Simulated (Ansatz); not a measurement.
Molecule: CH$_{2}$ (charge +1, doublet). SMILES of the parent species: [CH2]
Geometry from a B3LYP-D3(BJ)/def2-TZVP (Ansatz, a program for electronic structure) optimisation:
```
C
H 1 1.0973
H 1 1.0973 2 141.38
```
Charge +1, spin multiplicity 2.

Problem. Give the harmonic wavenumbers at B3LYP-D3(BJ)/def2-TZVP (Ansatz, finite differences of forces, unscaled).

Solution. 923, 2978, 3227 cm⁻¹. Zero-point energy 10.2 kcal/mol.

Problem. From these and the geometry, give the ideal-gas thermochemistry at 298.15 K and 1 atm (rigid rotor, harmonic oscillator).

Solution. Point group C2v, rotational symmetry number 2. Rotational constants 2223, 233.8, 211.5 GHz. S(trans) 33.86, S(rot) 10.38, S(vib) 0.13, S(elec, spin only) 1.38, S 45.7 cal/(mol K). H(298) - H(0) 2.40 kcal/mol; G - E(el) -1.0 kcal/mol.
